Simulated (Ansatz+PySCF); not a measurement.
A calculation with PySCF 2.14.0.

```python
from pyscf import gto, dft

mol = gto.M(atom="""
Si -0.020700 -0.040900 0.059510
H 1.452950 -0.041070 -0.369760
H -0.738150 1.261790 -0.338750
H -0.699550 -1.213830 -0.415040
""", basis='def2-svp', charge=0, spin=1)
mf = dft.ROKS(mol, xc='pbe0')
mf.init_guess = 'minao'
mf.kernel()
while True:  # follow internal instabilities
    mo, _, stable, _ = mf.stability(return_status=True)
    if stable: break
    mf.kernel(mf.make_rdm1(mo, mf.mo_occ))
print(mf.converged, mf.e_tot, mf.spin_square()[0])
```

The script is written out from the run's settings.

The run gave:

- Converged: yes
- Total energy: -291.00358 hartree
- Spin squared of the determinant: 0.750
